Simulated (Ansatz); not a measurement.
# C2H4ClFO: the cost of one run

All numbers below are computed with Ansatz 0.2.0 (RKS PBE-D4/cc-pVDZ).

### Step 1. The structure to begin with

Bond lengths: C1–O2 1.429 Å, O2–C3 1.428 Å, C3–F4 1.259 Å, C3–Cl5 1.773 Å, C1–H6 1.155 Å, C1–H7 1.067 Å, C1–H8 1.043 Å, C3–H9 1.129 Å. Angles: C1–O2–C3 112.1°, O2–C1–H6 105.6°, O2–C1–H7 108.7°, O2–C1–H8 110.3°, H6–C1–H7 108.4°, H6–C1–H8 110.6°, H7–C1–H8 113.0°, O2–C3–F4 108.7°, O2–C3–Cl5 107.6°, O2–C3–H9 111.4°, F4–C3–Cl5 109.3°, F4–C3–H9 113.5°, Cl5–C3–H9 106.1°.

Coordinates:

```xyz
9

C     0.1596   -1.0160   -0.7388
O     0.7171    0.2246   -0.3004
C    -0.0923    0.8570    0.6913
F    -1.2128    1.1278    0.1850
Cl    0.7172    2.3620    1.1624
H    -0.8479   -0.7453   -1.2354
H     0.7992   -1.4346   -1.4827
H     0.0086   -1.6527    0.0732
H    -0.1602    0.2309    1.6283
```

### Step 2. Relaxing end A

input.yaml

```yaml
crystal:
  periodic: [false, false, false]
  atoms:
    - { symbol: C, position_ang: [0.1596, -1.016, -0.7388] }
    - { symbol: O, position_ang: [0.7171, 0.2246, -0.3004] }
    - { symbol: C, position_ang: [-0.0923, 0.857, 0.6913] }
    - { symbol: F, position_ang: [-1.2128, 1.1278, 0.185] }
    - { symbol: Cl, position_ang: [0.7172, 2.362, 1.1624] }
    - { symbol: H, position_ang: [-0.8479, -0.7453, -1.2354] }
    - { symbol: H, position_ang: [0.7992, -1.4346, -1.4827] }
    - { symbol: H, position_ang: [0.0086, -1.6527, 0.0732] }
    - { symbol: H, position_ang: [-0.1602, 0.2309, 1.6283] }
basis:
  gaussian: { orbitals: cc-pVDZ }
hamiltonian:
  xc: pbe
  dispersion: d4
relax:
  f_tol: 0.015
  max_steps: 40
```

Started as:

```
ansatz run input.yaml --threads 2 --pin off --max-ram 3072MiB --backend cpu --events-out ev --progress --plain --runs-dir out
```

Q: Estimate wall time and peak memory on 2 threads of Intel Xeon Platinum 8488C (Sapphire Rapids), shared host.

About 7.3 s, with a peak of 0.17 GiB.
